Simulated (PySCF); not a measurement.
XPS shifts beside NMR shieldings

Species: C4H10N (charge +1).
Z-matrix (Å and degrees, PBE0-D3(BJ)/def2-SVP geometry), rows numbered from 1:
```
C 
C   1  1.4678
N   2  1.2882  1  128.27
C   3  1.4602  2  124.88  1     0.07
C   3  1.4635  2  120.89  1   179.61
H   1  1.1036  2  108.26  3   123.97
H   1  1.0944  2  115.73  3     0.58
H   1  1.1040  2  108.14  3  -122.51
H   2  1.0974  1  116.91  3   179.88
H   4  1.0989  3  108.65  2  -123.65
H   4  1.0994  3  108.72  2   118.13
H   4  1.0926  3  111.52  2    -2.84
H   5  1.0957  3  110.24  2     0.39
H   5  1.0990  3  109.07  2   121.02
H   5  1.0992  3  109.02  2  -120.18
```

Binding energies: delta-SCF UKS SCAN, pcX-2 on the ionised atom, pcseg-1 elsewhere, spin-free X2C in PySCF. Shieldings: GIAO HF/pcSseg-2, non-relativistic, same geometry.

```json
{"atom": "C1", "C 1s (eV)": "296.31"}
{"atom": "C2", "C 1s (eV)": "298.18"}
{"atom": "C4", "C 1s (eV)": "297.14"}
{"atom": "C5", "C 1s (eV)": "297.13"}
```

Problem. What are the absolute isotropic shieldings of these atoms?

Solution. 
| atom | environment | C 1s (eV) | isotropic shielding (ppm) |
| --- | --- | --- | --- |
| C1 | methyl carbon | 296.31 | 172.3 |
| C5 | N-methyl carbon | 297.13 | 142.4 |
| C4 | N-methyl carbon | 297.14 | 153.1 |
| C2 | C=N carbon | 298.18 | -9.2 |

Problem. Among the listed atoms, is the one with the highest binding energy also the least shielded?

Solution. Yes: C2 has both (298.18 eV, -9.2 ppm).

By binding energy: C1 < C5 ≈ C4 < C2. By shielding: C2 < C5 < C4 < C1.

Spin contamination (⟨S²⟩ against 0.75 for a pure doublet) is marked for C 1s of C2 (0.88), which makes this value less certain. The species carries charge +1, so core ionisation leaves charge +2. Isolated species at its PBE0-D3(BJ)/def2-SVP geometry, gas phase.
